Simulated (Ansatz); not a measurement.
## Worked example: SiH2(CH3)(OH) → SiH(CH3)(OH) + H

Species: SiH2(CH3)(OH), singlet; SiH(CH3)(OH), doublet; H atom, doublet. 

Shapes, held fixed at every level: PBE0-D4/def2-TZVP. Flexible molecules stand in one conformer, not always the lowest. Programs: Ansatz 0.2.0. The zero-point and thermal change to 298 K, harmonic and unscaled (PBE0-D4/def2-TZVP), is -18.8 kJ/mol.

At CCSD(T)/CBS estimate; 1 Eh = 2625.50 kJ/mol:

```
      species  energy (Eh)
SiH2(CH3)(OH)  -405.969455
 SiH(CH3)(OH)  -405.312132
            H    -0.500000
```

Problem. Work out ΔH(298 K) of the reaction at this level.

Solution. 
1. Products less reactants: (-405.312132) + (-0.500000) − [(-405.969455)] = 0.157323 Eh = +413.1 kJ/mol.
2. With the thermal change: +413.1 + (-18.8) = +394.3 kJ/mol.

Other levels give +368.9 (PBE0-D4/def2-TZVPP) to +400.0 kJ/mol (SPW92/def2-TZVPP). No measured value is set beside it here. Open shells run unrestricted unless RO is named. The CBS estimate extrapolates MP2 from def2-TZVPP and def2-QZVPP and adds CCSD(T) − MP2 in the triple-zeta set, cores frozen.
